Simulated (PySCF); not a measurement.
**Frontier levels across methods**

Species: C5H9N.
Geometry (PBE0-D3(BJ)/def2-SVP, Å), atoms numbered from 1 in this order:
```
atom  x, y, z in Å
C1     0.8157    1.2387    0.0526
C2    -0.1216    0.0276    0.1502
C3    -0.9596   -0.1059   -1.1280
C4     0.6863   -1.2545    0.3956
C5    -1.0312    0.2317    1.2892
N6    -1.7422    0.3870    2.1895
H7     0.2486    2.1677   -0.1054
H8     1.4147    1.3524    0.9678
H9     1.5030    1.1044   -0.7968
H10   -1.6447   -0.9640   -1.0669
H11   -0.2924   -0.2564   -1.9906
H12   -1.5573    0.7997   -1.3074
H13    1.2812   -1.1793    1.3173
H14    0.0264   -2.1300    0.4815
H15    1.3731   -1.4193   -0.4485
```

Basis pcSseg-1 throughout (PySCF), one geometry. Geometry: PBE0-D3(BJ)/def2-SVP; no solvent, vibrations or thermal averaging.

**Question.** How do the orbital energies, the gap and the dipole change with the method?

**Answer.** 
```csv
method,kind,HOMO (eV),LUMO (eV),gap (eV),μ (D),SCF cycles
BLYP,GGA,-7.68,0.08,7.76,3.97,14
OPBE,GGA,-7.77,0.12,7.90,4.00,14
PBE,GGA,-7.83,-0.04,7.79,3.99,14
BP86,GGA,-7.94,-0.14,7.80,4.04,14
LDA,LDA,-8.04,-0.30,7.74,4.08,14
B97-2,global hybrid,-8.91,0.97,9.88,4.10,13
BHandHLYP,global hybrid,-10.39,1.61,12.00,4.19,12
CAM-B3LYP,range-separated hybrid,-10.60,1.78,12.38,4.10,12
wB97X-D,range-separated hybrid,-11.11,2.72,13.83,4.16,12
LC-wPBE,range-separated hybrid,-12.05,3.13,15.18,4.14,13
HF,Hartree–Fock,-12.27,3.75,16.02,4.37,10
```

The HOMO spans 4.59 eV, from BLYP down to HF, and the gap runs from 7.74 eV (LDA) to 16.02 eV (HF). Over the methods BLYP (0 %), OPBE (0 %), PBE (0 %), BP86 (0 %), LDA (0 %), B97-2 (21 %), BHandHLYP (50 %), HF (100 %), a straight line through the gap against the share of exact exchange rises by 0.83 eV for each 10 % (correlation coefficient 0.999). The dipole ranges from 3.97 D (BLYP) to 4.37 D (HF). This basis has no diffuse functions.

Reference dipole: 3.95 D (measured, gas; NIST CCCBDB Release 22 (SRD 101), experimental dipoles); nearest here: BLYP (3.97 D). 

The vertical ΔSCF ionisation energy at CAM-B3LYP/def2-SVPD is 11.59 eV; −ε(HOMO) comes closest to it with LC-wPBE (12.05 eV).
